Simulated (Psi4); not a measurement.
# doublet [N2]+: levels of theory compared

Aim: a comparison of 4 runs (UHF/def2-TZVPPD, UM06-2X/def2-TZVPPD, UPBE0/def2-TZVPPD, UMP2/def2-TZVPPD) of doublet [N2]+. 

Program for the calculation: Psi4 1.11.

## Step 1: Starting point

[N2]+: 2 atoms, total charge +1, spin state doublet. As SMILES of the parent species, `N#N`. The shape is that of a PBE0-D4/def2-TZVP optimisation. That shape belongs to the parent species and isn't relaxed for this state.

Bond lengths: N1–N2 1.090 Å.

## Step 2: Energy and forces at UHF/def2-TZVPPD (run 1)

The input, job.in:

```
memory 1600 mb

molecule {
  1 2
  N      0.465500    -0.150300     0.239800
  N     -0.465500     0.150300    -0.239800
  units angstrom
  symmetry c1
  no_reorient
  no_com
}

set reference uhf
set puream true
set e_convergence 1e-09
set d_convergence 1e-08
set scf_type pk
set maxiter 200

e_tot, wfn = gradient('hf/def2-TZVPPD', return_wfn=True)
oeprop(wfn, 'DIPOLE', 'QUADRUPOLE', 'MAYER_INDICES')
print_variables()
```

Launch:

```console
$ psi4 -i job.in -o job.out -n 1
```

job.out:

```text
[...]
  Running in c1 symmetry.
[...]
  Nuclear repulsion =   23.798341769446314
[...]
  Multiplicity = 2
[...]
  Nalpha       = 7
  Nbeta        = 6
[...]
    Number of basis functions: 74
[...]
   @UHF iter   1:  -108.35562138300303   -2.59731e-01   3.93797e-03 ADIIS/DIIS
[...]
   @UHF iter  10:  -108.41395098799455   -5.68434e-13   1.70535e-09 DIIS
[...]
   @S^2 Observed:                7.668017965E-01
[...]
  @UHF Final Energy:  -108.41395098799455
   => Energetics <=
    Nuclear Repulsion Energy =             23.7983417694463135
    One-Electron Energy =                -188.3175762514460985
    Two-Electron Energy =                  56.1052834940052207
    Total Energy =                       -108.4139509879945535
  UHF NO Occupations:
  HONO-2 :    5  A 1.9994842
  HONO-1 :    6  A 1.9924460
[...]
  -Total Gradient:
     Atom            X                  Y                   Z
    ------   -----------------  -----------------  -----------------
       1        0.017682086759    -0.005709168102     0.009108838702
       2       -0.017682086759     0.005709168102    -0.009108838702
[...]
 Multipole Moments:
 ------------------------------------------------------------------------------------
     Multipole            Electronic (a.u.)      Nuclear  (a.u.)        Total (a.u.)
 ------------------------------------------------------------------------------------
 L = 1.  Multiply by 2.5417464519 to convert [e a0] to [Debye]
 Dipole X            :         -0.0000000            0.0000000           -0.0000000
 Dipole Y            :          0.0000000            0.0000000            0.0000000
 Dipole Z            :         -0.0000000            0.0000000           -0.0000000
 Magnitude           :                                                    0.0000000
 L = 2.  Multiply by 1.3450342976 to convert [e a0^2] to [Debye ang]
 Quadrupole XX       :        -15.6479915           10.8334090           -4.8145825
 Quadrupole XY       :          3.0388191           -3.4978762           -0.4590571
[...]
```

Run time: 4.8 s. Hardware: 1 thread of Intel Xeon Platinum 8375C at 2.90GHz (Ice Lake), shared host; peak memory 0.25 GiB.

## Step 3: Energy and forces at UM06-2X/def2-TZVPPD (run 2)

The input, calc.in:

```
memory 1600 MB

molecule m {
  1 2
  N      0.87966751    -0.28402584     0.45315632
  N     -0.87966751     0.28402584    -0.45315632
  units bohr
  symmetry c1
  no_reorient
  no_com
}

set reference uks
set puream true
set e_convergence 1e-09
set d_convergence 1e-08
set scf_type pk
set dft_radial_points 99
set dft_spherical_points 590
set maxiter 200

e_tot, wfn = gradient('m06-2x/def2-TZVPPD', return_wfn=True)
oeprop(wfn, 'WIBERG_LOWDIN_INDICES', 'MAYER_INDICES', 'DIPOLE', title='M06-2X')
```

Launch:

```console
$ psi4 calc.in calc.out -n 1
```

calc.out:

```text
[...]
  Running in c1 symmetry.
[...]
  Nuclear repulsion =   23.798341825492368
[...]
  Multiplicity = 2
[...]
  Nalpha       = 7
  Nbeta        = 6
[...]
    Number of basis functions: 74
[...]
   @UKS iter   1:  -108.92694007030099   -3.11348e-02   2.24012e-03 ADIIS/DIIS
[...]
   @UKS iter   8:  -108.94545146076261   -4.02309e-11   3.82291e-09 DIIS
[...]
   @S^2 Observed:                7.532947891E-01
[...]
    Orbital Energies [Eh]
    ---------------------
    Alpha Occupied:
       1A    -15.346815     2A    -15.344216     3A     -1.696581
       4A     -1.099399     5A     -0.982233     6A     -0.966213
       7A     -0.966213
    Alpha Virtual:
       8A     -0.372140     9A     -0.372140    10A     -0.157600
      11A     -0.108816    12A     -0.000228    13A      0.028721
      14A      0.028721    15A      0.029936    16A      0.029936
      17A      0.068622    18A      0.068622    19A      0.113576
      20A      0.205386    21A      0.205386    22A      0.208308
      23A      0.208308    24A      0.239203    25A      0.266883
[...]
  @UKS Final Energy:  -108.94545146076261
   => Energetics <=
    Nuclear Repulsion Energy =             23.7983418254923684
    One-Electron Energy =                -188.5852374250657704
    Two-Electron Energy =                  62.2268288382053782
    DFT Exchange-Correlation Energy =      -6.3853846993945886
    Empirical Dispersion Energy =           0.0000000000000000
    VV10 Nonlocal Energy =                  0.0000000000000000
    Total Energy =                       -108.9454514607626123
[...]
  -Total Gradient:
     Atom            X                  Y                   Z
    ------   -----------------  -----------------  -----------------
       1       -0.022769823050     0.007351889260    -0.011729760516
       2        0.022769823050    -0.007351889260     0.011729760516
[...]
 Multipole Moments:
 ------------------------------------------------------------------------------------
     Multipole            Electronic (a.u.)      Nuclear  (a.u.)        Total (a.u.)
 ------------------------------------------------------------------------------------
 L = 1.  Multiply by 2.5417464519 to convert [e a0] to [Debye]
 Dipole X            :          0.0000000            0.0000000            0.0000000
 Dipole Y            :         -0.0000000            0.0000000           -0.0000000
 Dipole Z            :          0.0000000            0.0000000            0.0000000
 Magnitude           :                                                    0.0000000
[...]
```

Wall time 13 s (1 thread of Intel Xeon Platinum 8375C at 2.90GHz (Ice Lake), shared host); peak memory 0.84 GiB.

Run 3 isn't shown in full; the table further down has it.

## Step 4: The energy at UMP2/def2-TZVPPD (run 4)

The input, job.py:

```python
import psi4

psi4.set_memory('1600 MB')
psi4.set_num_threads(1)
psi4.set_output_file('n2.out', False)

m = psi4.geometry("""
1 2
N      0.87966751    -0.28402584     0.45315632
N     -0.87966751     0.28402584    -0.45315632
units au
symmetry c1
no_reorient
no_com
""")

options = {'basis': 'def2-TZVPPD', 'reference': 'uhf', 'puream': True, 'e_convergence': 1e-09, 'd_convergence': 1e-08, 'scf_type': 'pk', 'num_frozen_docc': 2, 'mp2_type': 'conv', 'maxiter': 200}
psi4.set_options(options)

energy_value, wavefunction = psi4.energy("mp2", return_wfn=True)
print('E =', round(energy_value, 9))
```

Launch:

```console
$ python job.py
```

n2.out:

```text
[...]
  Running in c1 symmetry.
[...]
  Nuclear repulsion =   23.798341825492368
[...]
  Multiplicity = 2
[...]
  Nalpha       = 7
  Nbeta        = 6
[...]
    Number of basis functions: 74
[...]
   @UHF iter   1:  -108.35562137084138   -2.59731e-01   3.93797e-03 DIIS/ADIIS
[...]
   @UHF iter  10:  -108.41395098809478   -4.54747e-13   1.70532e-09 DIIS
[...]
   @S^2 Observed:                7.668017964E-01
[...]
    Orbital Energies [Eh]
    ---------------------
    Alpha Occupied:
       1A    -16.184762     2A    -16.180839     3A     -1.941209
       4A     -1.268774     5A     -1.147656     6A     -1.046209
       7A     -1.046209
    Alpha Virtual:
       8A     -0.243889     9A     -0.243889    10A     -0.097209
      11A     -0.050801    12A      0.068581    13A      0.107895
      14A      0.107895    15A      0.110243    16A      0.110243
      17A      0.149814    18A      0.149814    19A      0.190910
      20A      0.281744    21A      0.281744    22A      0.295930
      23A      0.295930    24A      0.330561    25A      0.345582
[...]
  @UHF Final Energy:  -108.41395098809478
   => Energetics <=
    Nuclear Repulsion Energy =             23.7983418254923684
    One-Electron Energy =                -188.3175763573655672
    Two-Electron Energy =                  56.1052835437784125
    Total Energy =                       -108.4139509880947827
  UHF NO Occupations:
  HONO-2 :    5  A 1.9994842
  HONO-1 :    6  A 1.9924460
[...]
 Multipole Moments:
 ------------------------------------------------------------------------------------
     Multipole            Electronic (a.u.)      Nuclear  (a.u.)        Total (a.u.)
 ------------------------------------------------------------------------------------
 L = 1.  Multiply by 2.5417464519 to convert [e a0] to [Debye]
 Dipole X            :         -0.0000000            0.0000000           -0.0000000
 Dipole Y            :          0.0000000            0.0000000            0.0000000
 Dipole Z            :         -0.0000000            0.0000000           -0.0000000
 Magnitude           :                                                    0.0000000
[...]
	SCS-MP2 Total Energy (a.u.)        :  -108.78627627246270
	SOS-MP2 Total Energy (a.u.)        :  -108.75268960930948
	SCSN-MP2 Total Energy (a.u.)       :  -108.59128856954376
[...]
	SOS-PI-MP2 Total Energy (a.u.)     :  -108.80914604617860
[...]
	MP2 Total Energy (a.u.)            :  -108.79699316190002
[...]
```

On the terminal:

```text
E = -108.796993162
```

Run time: 3.9 s. Hardware: 1 thread of Intel Xeon Platinum 8375C at 2.90GHz (Ice Lake), shared host; peak memory 0.31 GiB.

## Step 5: The series

| run | level | integration grid | task | energy (Eh) | HOMO energy (eV) | LUMO energy (eV) | ⟨S²⟩ | wall time |
| --- | --- | --- | --- | --- | --- | --- | --- | --- |
| 1 | UHF/def2-TZVPPD | – | gradient | -108.413951 | -28.04 | -14.21 | 0.767 | 4.8 s |
| 2 | UM06-2X/def2-TZVPPD | 99 radial × 590 angular | gradient | -108.945451 | -25.65 | -18.43 | 0.753 | 13 s |
| 3 | UPBE0/def2-TZVPPD | 99 radial × 590 angular | gradient | -108.867831 | -24.24 | -19.35 | 0.754 | 8.7 s |
| 4 | UMP2/def2-TZVPPD | – | energy | -108.796993 | -28.04 | -14.21 | 0.767 | 3.9 s |

## Step 6: What came out

```
                                                         quantity          value
                                              run 4: total energy  -108.79699 Eh
run 4: HOMO energy (Hartree–Fock orbitals) (highest over α and β)      -28.04 eV
 run 4: LUMO energy (Hartree–Fock orbitals) (lowest over α and β)      -14.21 eV
               run 4: correlation energy (2 core orbitals frozen)     -383.0 mEh
                         run 4: ⟨S²⟩ of the reference determinant          0.767
```

What this shows: Totals of different functionals can't be ranked against each other. All runs together took 30 s, the longest 13 s.
